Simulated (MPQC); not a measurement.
# ROHF/6-311+G(d,p) (Cartesian functions) run of BH2SO (SMILES O[B]S)

Aim: the vertical ionisation energy of BH2SO at ROHF/6-311+G** (Cartesian functions), from 2 runs. 

The results are computed with MPQC 2.3.1.

7 further runs of the same task are left out: 3 that didn't finish, 4 set aside as unsound or not needed. Runs told in other sessions of the task aren't counted.

### Step 1. The structure to begin with

BH2SO: 5 atoms, total charge 0, spin state doublet. SMILES: `O[B]S`. The shape is that of a PBE0-D4/def2-TZVP optimisation. This is a higher conformer, about 7 kJ/mol above the lowest found by a separate search.

Bond lengths: O1–B2 1.334 Å, B2–S3 1.785 Å, O1–H4 0.966 Å, S3–H5 1.356 Å. Angles: O1–B2–S3 132.0°, B2–O1–H4 116.7°, B2–S3–H5 99.8°.

### Step 2. The energy at ROHF/6-311+G(d,p) (Cartesian functions)

Contents of mol.in:

```
% emacs should use -*- KeyVal -*- mode
molecule<Molecule>: (
   symmetry = c1
   unit = bohr
   { atoms geometry } = {
      O  [ -2.44662841    -0.10336802    -0.82316470 ]
      B  [ -0.85850258     1.56015789     0.20730296 ]
      S  [ 2.36933862     1.31184788     1.15481163 ]
      H  [ -1.78975961    -1.77634256    -1.14271739 ]
      H  [ 2.81966035    -1.13119006     0.52572181 ]
   }
)
basis<GaussianBasisSet>: (
   name = "6-311+G**"
   molecule = $:molecule
   basisdir = "."
   puream = no
)
mpqc: (
   checkpoint = no
   savestate = no
   restart = no
   do_energy = yes
   do_gradient = no
   optimize = no
   mole<HSOSHF>: (
      molecule = $:molecule
      basis = $:basis
      total_charge = 0
      multiplicity = 2
      memory = 1000000000
      print_evals = yes
      print_npa = yes
      maxiter = 100
      guess_wavefunction<HSOSHF>: (
         molecule = $:molecule
         total_charge = 0
         multiplicity = 2
         memory = 1000000000
         value_accuracy = 1e-3
         basis<GaussianBasisSet>: (
            name = "STO-3G"
            molecule = $:molecule
         )
         guess_wavefunction<ExtendedHuckelWfn>: (
            molecule = $:molecule
            total_charge = 0
            multiplicity = 2
            basis<GaussianBasisSet>: (
               name = "STO-3G"
               molecule = $:molecule
            )
         )
      )
   )
)
```

The basis set 6-311+G** is read from a file made from the Basis Set Exchange's data (not shown).

The run is started by

```console
$ mpqc mol.in > mol.out
```

Output:

```text
MPQC: Massively Parallel Quantum Chemistry
[...]
  LUMO is    17   A =   0.046084
  total scf energy = -498.2937619438
Value of the MolecularEnergy: -498.2937619438
[...]
      symmetry = c1
[...]
      nbasis = 89
[...]
```

Wall time 29 s (1 thread of Arm Neoverse N1, shared host); peak memory 0.51 GiB.

### Step 3. The singlet cation, same level

Contents of mol.in:

```
% emacs should use -*- KeyVal -*- mode
molecule<Molecule>: (
    symmetry = c1
    unit = bohr
    { atoms geometry } = {
        O  [ -2.44662841    -0.10336802    -0.82316470 ]
        B  [ -0.85850258     1.56015789     0.20730296 ]
        S  [ 2.36933862     1.31184788     1.15481163 ]
        H  [ -1.78975961    -1.77634256    -1.14271739 ]
        H  [ 2.81966035    -1.13119006     0.52572181 ]
    }
)
basis<GaussianBasisSet>: (
    name = "6-311+G**"
    molecule = $:molecule
    basisdir = "."
    puream = no
)
mpqc: (
    checkpoint = no
    savestate = no
    restart = no
    do_energy = yes
    do_gradient = no
    optimize = no
    mole<CLHF>: (
        molecule = $:molecule
        basis = $:basis
        total_charge = 1
        memory = 1000000000
        print_evals = yes
        print_npa = yes
        maxiter = 100
        guess_wavefunction<CLHF>: (
            molecule = $:molecule
            total_charge = 1
            memory = 1000000000
            value_accuracy = 1e-3
            basis<GaussianBasisSet>: (
                name = "STO-3G"
                molecule = $:molecule
            )
        )
    )
)
```

The basis set 6-311+G** is read from a file made from the Basis Set Exchange's data (not shown).

The run is started by

```console
$ mpqc mol.in > mol.out
```

Output:

```text
MPQC: Massively Parallel Quantum Chemistry
[...]
  LUMO is    16   A =  -0.254873
  total scf energy = -497.9951757222
Value of the MolecularEnergy: -497.9951757222
[...]
      symmetry = c1
[...]
```

Wall time 23 s (1 thread of Arm Neoverse N1, shared host); peak memory 0.51 GiB.

### Step 4. Results

At ROHF/6-311+G** (Cartesian functions):

| quantity | value |
| --- | --- |
| doublet BH2SO: total energy | -498.29376 Eh |
| singlet cation: total energy | -497.99518 Eh |
| singlet cation: HOMO energy | -17.44 eV |
| singlet cation: LUMO energy | -6.94 eV |
| singlet cation: HOMO–LUMO gap | 10.50 eV |
| vertical ionisation energy (to the singlet cation) | 8.125 eV |

The vertical ionisation energy comes to 8.12 eV (187 kcal/mol).
